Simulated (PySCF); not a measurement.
# Computed and reference excited states of phosphaethyne (`C#P`)

Published values to compare with (the computed states carry no symmetry labels, so the two lists aren't matched line by line):

| state | E (eV) | f | kind of transition | source |
| --- | --- | --- | --- | --- |
| 3Σ+(π→π*) | 3.47 |  | vertical absorption | [1] |
| 3Δ(π→π*) | 4.22 |  | vertical absorption | [1] |
| 1Σ-(π→π*) | 4.84 |  | vertical absorption | [1] |
| 1Δ(π→π*) | 5.15 |  | vertical absorption | [1] |

[1] computed, theoretical best estimate (aug-cc-pVTZ, frozen core, CC3 geometry), gas; Veril, Scemama, Caffarel, Lipparini, Boggio-Pasqua, Jacquemin, Loos, WIREs Comput. Mol. Sci. 2021, 11, e1517 (QUESTDB)

Species: phosphaethyne, CHP.
InChI=1S/CHP/c1-2/h1H

Level of theory: TDDFT wB97X-D/def2-SVPD, vertical, gas phase, core orbitals frozen in the response (PySCF 2.14.0, density-fitted response routines). Isolated species at its GFN2-xTB geometry, gas phase.

Computed singlets: 4.40 eV (f 0.000); 4.78 eV (f 0.000 summed over 2 states); 7.44 eV (f 0.034 summed over 2 states); 7.96 eV (f 0.555); 8.07 eV (f 0.289 summed over 2 states). Computed triplets (Tamm–Dancoff): 3.41, 3.90, 3.90 eV.

**Question.** How does the lowest computed singlet compare with the best estimate listed for the lowest singlet (vertical absorption)?

**Answer.** 4.40 eV against 4.84 eV for 1Σ-(π→π*) [1]: a difference of -0.44 eV. Geometry and basis of the two calculations needn't be the same.

**Question.** How does the lowest computed triplet compare with the best estimate listed for the lowest triplet (vertical absorption)?

**Answer.** 3.41 eV against 3.47 eV for 3Σ+(π→π*) [1]: a difference of -0.06 eV. Geometry and basis of the two calculations needn't be the same.
